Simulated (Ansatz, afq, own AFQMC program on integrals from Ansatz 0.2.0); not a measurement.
Where AFQMC and coupled cluster stand for BH$_{2}$⁻, singlet

```xyz
3

B     0.0000   -0.0819    0.0000
H     0.0000    0.4392   -1.0911
H     0.0000    0.4392    1.0911
```

Basis aug-cc-pVTZ. Only valence electrons are correlated. AFQMC by an in-house program on the Cholesky factors that Ansatz 0.2.0 writes for its CCSD(T) run. ph-AFQMC/CISD is guided by a CISD state made of CCSD amplitudes; releasing the constraint for a short imaginary time cuts its bias at the price of noise, slowly where states lie close. Uncertainties: one standard error, sampling alone.

Determinant: RHF, the one that the program's search chose, which needn't be the lowest solution. The geometry is a PBE0/def2-TZVPD stationary point of this or a neighbouring charge and spin state.

No full CI on the walks' own integrals is used here; CCSDT(Q) serves as the reference and is uncertain by about the last step of the cluster series.

Cautions: another spin lies lower (by 212 meV); restricted determinant unstable towards unrestricted (UHF 479 meV lower, ⟨S²⟩ 0.88); CCSDT(Q) on the UHF determinant differs (226 meV lower), perhaps since the unrestricted series falls towards higher spin.

The T1 diagnostic is 0.0127, the weight of the determinant in the CISD state is 0.891 and the size of the correlated space is 6 electrons in 91 orbitals.

```
  level  correlation energy (eV)
    MP2                  -3.3535
   CCSD                  -3.9509
CCSD(T)                  -4.1008
```

(1) Estimate where AFQMC with the constraint released lies against CCSD(T) on the same integrals.

(1) 0.86 ± 0.11 kcal/mol below CCSD(T).

Reference: CCSDT(Q), correlation energy -4.138 eV. The released energy is read at 2.40 1/Eh (meV from the phaseless value at times in 1/Eh: -1 ± 4 at 0.24, -2 ± 3 at 0.51, -1 ± 4 at 0.99, -8 ± 3 at 1.62, -9 ± 5 at 2.40).

```
         level  E − E(reference) (kcal/mol)  share of correlation (%)
       CCSD(T)                         0.86                     99.10
         CCSDT                         0.22                     99.77
 ph-AFQMC/CISD                  0.21 ± 0.08                     99.78
released AFQMC                  0.00 ± 0.11                    100.00
```

A walk keeps the symmetry of its determinant, which the program's search chose and which needn't be the lowest solution, so a lower state of the same spin and another symmetry isn't excluded. Released energies are given only where the last usable release times agree within the noise; a slower fall can still hide under it.
